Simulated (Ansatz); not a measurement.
Consider the homolysis of the C–O bond: `CC(O)(F)F` → `C[C](F)F`• + `[OH]`•.

Isolated molecules relaxed with PBE0-D4/def2-TZVP in Ansatz; ΔE leaves out vibrations. CCSD(T)/CBS adds triple-zeta CCSD(T) − MP2 to the extrapolated MP2 energy (def2 sets, frozen cores). This one scheme is used for every species. Functionals use def2-TZVPP. No spin–orbit coupling; open shells (•) take unrestricted orbitals. One conformer a species, not always the lowest.

```
         level  ΔE (kJ/mol)  difference from CCSD(T)/CBS
        B97M-V        472.6                        -14.0
       ωB97X-V        479.1                         -7.5
      PBE-QIDH        477.8                         -8.8
        r2SCAN        456.9                        -29.7
          PBE0        463.4                        -23.2
         BHLYP        436.2                        -50.4
   HF/def2-SVP        344.0                       -142.6
 HF/def2-TZVPP        322.7                       -163.9
 HF/def2-QZVPP        321.5                       -165.1
CCSD/CBS(def2)        474.1                        -12.5
   CCSD(T)/CBS        486.6                            0
```

Largest T1 diagnostic among the species: 0.014.

Leaving LDA and LC-ωPBE aside and taking each functional with its dispersion term where it has one, the values, not all of them listed here, spread over 45.8 kJ/mol, from BHLYP-D4 to ωB97M-V. LDA lies +102.1 kJ/mol from PBE without D4, its usual overbinding. From r2SCAN to r2SCAN0 (25 % exact exchange), in def2-TZVPP and without D4, ΔE moves by −9.4 kJ/mol: exact exchange takes away binding that semilocal exchange gives to molecules. The D4 term adds +7.0 kJ/mol with B3LYP and +3.6 kJ/mol with PBE0; it sums over pairs of atoms, weighted by their polarisabilities, and B3LYP, whose exchange is more repulsive, gets the larger term.

B3LYP here is the variant with VWN-RPA as its local correlation; programs differ in this.
